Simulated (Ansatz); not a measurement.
The input, for Ansatz 0.2.0:

```yaml
crystal:
  periodic: [false, false, false]
  atoms:
    - {symbol: Ga, position_ang: [0.000000, 0.000000, 0.000000]}
    - {symbol: H, position_ang: [0.000000, 0.000000, 1.606800]}
basis:
  gaussian: {orbitals: "6-31G*"}
total_charge: 1
magnetization: {spin_polarized: false, initial_magnetization: 3}
correlation: {method: fic_mrcisd_q, electrons: outside_noble_gas, active_space: {window: {electrons: 3, orbitals: 7}}}
accuracy: high
```

```sh
$ ansatz run in.yaml --threads 1 --pin off --events-out ev --progress --plain --max-ram 2393MiB
```

Problem. Roughly how long does this take on 1 thread of Arm Neoverse V2, shared host, and how much host memory?

Solution. 4.1 s wall and 0.13 GiB.

```
556 factors; integrals over basis functions are off by at most 3.0e-9 eV
mean field evaluation 1: about -52327.6961 eV, gradient 7.0e0 eV
mean field evaluation 2: about -52327.7210 eV, gradient 7.1e0 eV
mean field evaluation 4: about -52328.4272 eV, gradient 3.7e-1 eV
mean field evaluation 8: about -52328.4277 eV, gradient 1.1e-4 eV
mean field evaluation 16: about -52328.4129 eV, gradient 3.2e-1 eV
mean field -52328.42767418 eV, -1923.0342475440 hartree, gradient 4.1e-8 eV, S^2 3.750000; 2 other end points of the search recorded, 0 dependent functions left out
reference -52328.42767418 eV, -1923.0342475440 hartree; 17, 14 occupied and 20, 23 virtual orbitals, 556 factors
state -52328.53139337 eV, -1923.0380591538 hartree
contracted CI cycle   1: correlation 0.00000000 eV, 0.0000000000 hartree, residual 1.42e0 eV
contracted CI cycle   2: correlation -0.04944333 eV, -0.0018170088 hartree, residual 2.55e-1 eV
contracted CI cycle   3: correlation -0.05120534 eV, -0.0018817616 hartree, residual 4.43e-2 eV
contracted CI cycle   4: correlation -0.05125182 eV, -0.0018834697 hartree, residual 7.66e-3 eV
contracted CI cycle   5: correlation -0.05125331 eV, -0.0018835245 hartree, residual 1.53e-3 eV
contracted CI cycle   6: correlation -0.05125337 eV, -0.0018835265 hartree, residual 2.91e-4 eV
contracted CI cycle   7: correlation -0.05125337 eV, -0.0018835266 hartree, residual 5.62e-5 eV
contracted CI cycle   8: correlation -0.05125337 eV, -0.0018835266 hartree, residual 9.41e-6 eV
state -52328.53139337 eV, -1923.0380591538 hartree; corrected -52328.58272252 eV, -1923.0399454654 hartree
state -52328.51185942 eV, -1923.0373412945 hartree
contracted CI cycle   1: correlation 0.00000000 eV, 0.0000000000 hartree, residual 1.45e0 eV
contracted CI cycle   2: correlation -0.06369033 eV, -0.0023405763 hartree, residual 5.12e-1 eV
contracted CI cycle   3: correlation -0.07050524 eV, -0.0025910196 hartree, residual 1.20e-1 eV
contracted CI cycle   4: correlation -0.07086519 eV, -0.0026042476 hartree, residual 3.45e-2 eV
contracted CI cycle   5: correlation -0.07089213 eV, -0.0026052376 hartree, residual 8.07e-3 eV
contracted CI cycle   6: correlation -0.07089325 eV, -0.0026052789 hartree, residual 1.61e-3 eV
contracted CI cycle   7: correlation -0.07089330 eV, -0.0026052808 hartree, residual 3.22e-4 eV
contracted CI cycle   8: correlation -0.07089330 eV, -0.0026052808 hartree, residual 5.90e-5 eV
contracted CI cycle   9: correlation -0.07089330 eV, -0.0026052808 hartree, residual 1.28e-5 eV
state -52328.51185942 eV, -1923.0373412945 hartree; corrected -52328.58294772 eV, -1923.0399537414 hartree
state -52328.51185942 eV, -1923.0373412945 hartree; corrected -52328.58294772 eV, -1923.0399537414 hartree
the orbitals are reached from a further start. From the first start the search ends at -52328.53139337 eV, -1923.0380591538 hartree
WARN: the results are in doubt because another end's mean lies 0.020 eV lower, and its corrected mean 0.000 eV higher
Total energy: -52328.58294772 eV, -1923.0399537414 hartree
In doubt: another end's mean lies 0.020 eV lower, and its corrected mean 0.000 eV higher
```
